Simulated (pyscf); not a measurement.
Four-centre exchange: H₃C–CH₂–ZnH + hydrogen chloride (HCl) → ethane (H₃C–CH₃) + Cl–ZnH

Gas phase, singlet surface, charge 0. Bonds broken: C2–Zn3, H9–Cl10. Bonds formed: C2–H9, Zn3–Cl10. PySCF, gas phase, ωB97X-D3(BJ)/def2-SVP geometries.

Transition state (Å):

```xyz
11

C      0.5348     0.0370     0.2832
C     -0.2546     0.3311    -1.0003
Zn    -0.4781     2.3921    -1.1106
H      0.9078    -0.9999     0.3241
H     -0.0985     0.1947     1.1725
H      1.4110     0.6991     0.3889
H     -1.0208    -0.4509    -1.1569
H      0.3804     0.2414    -1.9013
H     -1.6268     0.9870    -0.6222
Cl    -2.7240     1.8178    -0.0799
H      0.0355     3.8140    -1.3868
```

One imaginary mode, 941i cm⁻¹; descent along it reached the two sides named, in the forms told below.

```
bond      change  reactant side (Å)  saddle  product side
--------  ------  -----------------  ------  ------------
C2–Zn3    breaks              1.965   2.076           3.0
H9–Cl10   breaks              1.286   1.479           2.9
C2–H9      forms                2.9   1.567         1.104
Zn3–Cl10   forms                2.9   2.537         2.124
```

Electronic energies relative to the separated reactants (kcal/mol):

| level | barrier | reaction energy | reverse barrier |
|---|---|---|---|
| ωB97X-D3(BJ)/def2-TZVP | 6.0 | -44.0 | 50.0 |
| PBE/def2-TZVP | 4.4 | -41.0 | 45.3 |
| r²SCAN/def2-TZVP | 2.6 | -43.5 | 46.2 |
| B3LYP-D3(BJ)/def2-TZVP | 7.0 | -43.0 | 50.0 |
| PBE0-D3(BJ)/def2-TZVP | 3.9 | -42.7 | 46.6 |
| M06-2X/def2-TZVP | 4.4 | -45.8 | 50.2 |
| ωB97M-D3(BJ)/def2-TZVP | 8.0 | -42.8 | 50.8 |
| HF/def2-TZVP | 19.9 | -51.9 | 71.8 |

With ωB97M-D3(BJ)/def2-TZVP energies and thermal terms (ideal gas, 1 atm, RRHO with modes under 100 cm⁻¹ raised to 100, one conformer, R ln 2 for chiral ones without a mode under 150 cm⁻¹), in kcal/mol:

| T (K) | ΔH‡ | ΔG‡ | ΔH | ΔG |
|---|---|---|---|---|
| 298 | 7.0 | 16.9 | -40.3 | -39.5 |
| 600 | 7.1 | 26.9 | -40.9 | -38.4 |
| 900 | 7.4 | 36.7 | -41.3 | -37.1 |
| 1200 | 7.9 | 46.4 | -41.6 | -35.6 |

On the reactant side the descent ends in a complex, 4.2 kcal/mol under the separated species and 10.1 kcal/mol under the saddle at ωB97X-D3(BJ)/def2-TZVP. One saddle was located; it need not be the lowest between these sides. Elements up to Kr have no core potential and no relativistic terms here.
